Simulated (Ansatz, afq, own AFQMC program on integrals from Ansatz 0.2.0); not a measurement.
# SiH₄O, singlet in 6-31G, levels against AFQMC with the constraint released

```xyz
6

Si    0.0000   -0.0248    0.5600
O     0.0000    0.0966   -1.0834
H     1.2036   -0.7463    1.0578
H     0.0000    1.3651    1.0700
H    -1.2036   -0.7463    1.0578
H     0.0000   -0.7148   -1.5919
```

Connectivity, by distances: SiH3–OH.

Basis 6-31G. Noble-gas cores (and the filled d shells of Ga–Kr and In–Xe) are frozen. Integrals, coupled cluster, full CI and functionals: Ansatz 0.2.0; the random walks run on the same integrals in our own AFQMC program. The CISD trial takes its coefficients from CCSD amplitudes. Released means that phaseless walkers are propagated on without the constraint, phases kept. Uncertainties: one standard error, sampling alone.

Determinant: RHF, the one that the program's search chose, which needn't be the lowest solution. The geometry is a point of a scan.

No full CI on the walks' own integrals is used here. The released AFQMC energy serves as the reference, which it does only where one determinant dominates, the energy is flat over the last release times and near the phaseless one (40 meV or 2 meV an electron, half that with transition metals). On small molecules, where full CI could be run and the noise was under 10 meV, such values lay within 10 meV of it in 19 cases of 20, a flattering rate, since the rule was set on those same cases; what remains of the bias isn't in the error bar.

Cautions: the released value is read at 2.40 1/Eh (meV from the phaseless value at times in 1/Eh: -16 ± 8 at 0.24, -7 ± 5 at 0.51, -14 ± 6 at 0.99, -7 ± 8 at 1.62, -6 ± 8 at 2.40).

The T1 diagnostic is 0.0107. The weight of the determinant in the CISD state is 0.916. The size of the correlated space is 14 electrons in 24 orbitals.

```csv
level,correlation energy (eV)
MP2,-4.8929
CCSD,-5.4202
CCSD(T),-5.4918
```

Estimate where phaseless AFQMC with the Hartree–Fock trial lies against CCSD(T) on the same integrals.

6.0 ± 3.8 kJ/mol below CCSD(T). The gap is under twice the noise, so this walk alone can't tell the two apart.

Reference: AFQMC with the constraint released, correlation energy -5.511 ± 0.008 eV.

```tsv
level	E − E(reference) (kJ/mol)	share of correlation (%)
CCSD(T)	1.9 ± 0.8	99.65
ph-AFQMC/HF	-4.1 ± 3.9	100.78
ph-AFQMC/CISD	0.6 ± 1.0	99.89
```

A walk keeps the symmetry of its determinant, which the program's search chose and which needn't be the lowest solution, so a lower state of the same spin and another symmetry isn't excluded. Released energies are given only where the last usable release times agree within the noise; a slower fall can still hide under it.
